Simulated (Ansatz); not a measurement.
Mulliken charges of H5OSi2, SMILES `[SiH2]O[SiH3]` radical from ωB97M-V/def2-TZVPP in Ansatz (PBE0-D4/def2-TZVP geometry).

| atom | x (Å) | y (Å) | z (Å) | charge (e) |
| --- | --- | --- | --- | --- |
| Si1 | -1.281 | 0.933 | -0.866 | 0.199 |
| O2 | -0.352 | -0.279 | -0.277 | -0.368 |
| Si3 | 0.765 | -0.723 | 0.836 | 0.313 |
| H4 | -1.903 | 0.458 | -2.134 | -0.019 |
| H5 | -0.441 | 2.142 | -1.119 | -0.026 |
| H6 | 1.292 | -2.055 | 0.453 | -0.029 |
| H7 | 0.138 | -0.799 | 2.180 | -0.036 |
| H8 | 1.874 | 0.266 | 0.870 | -0.034 |

Task: By hand: the dipole of these point charges (1 e Å = 4.8032 D).

Result: Σ q r = (0.056, 0.077, 0.140) e Å, of length 0.169 e Å = 0.81 D.

Task: How does the dipole of the full density compare? (An estimate is asked.)

Result: Ansatz gave: (0.023, 0.032, 0.064) e Å, 0.36 D; the point charges give 2.25 times that, at 3° from its direction.

Point charges leave out the atoms' own dipoles, such as those of lone pairs, and Mulliken's split depends on the basis, so the two needn't agree.
